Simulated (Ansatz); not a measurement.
# Ta2N (P-31m)

The calculation used Ansatz, DFT r2SCAN, scalar-relativistic, plane waves, PAW.

Settings: cutoff 500 eV, Γ-centred mesh 12×12×8 on the computed 9-atom cell, Gaussian smearing of 0.10 eV; no spin polarisation.

The structure is relaxed at this level of theory with its symmetry kept. Whether it is the stable form of this composition wasn't checked.

Symmetry: P-31m, No. 162, trigonal system. Conventional cell: a = 5.291 Å, b = 5.291 Å, c = 4.930 Å, α = 90.00°, β = 90.00°, γ = 120.00°. Around Ta (site symmetry m) lie 3 N at 2.14 to 2.16 Å. N (site symmetry 32) is surrounded by 6 Ta at 2.16 Å. Around N (site symmetry -3m) lie 6 Ta at 2.14 Å.

- Volume per atom: 13.28 Å³
- Formation energy from the elements' standard states (uncorrected): -1.035 eV/atom
- Generalised Kohn–Sham band gap: none (metal)
- Density of states at the Fermi level: 2.69 states/eV per cell
- Löwdin character within 0.5 eV of the Fermi level: Ta 5d 87 %, unprojected 4 %
- Bulk modulus: 301 GPa
- Its pressure derivative: 4.2
- Bader charges (e): Ta (6 in the cell) 0.93, N (2 in the cell) -1.85, N (1 in the cell) -1.87

Spin-orbit coupling is left out, which matters for the bands of heavy elements.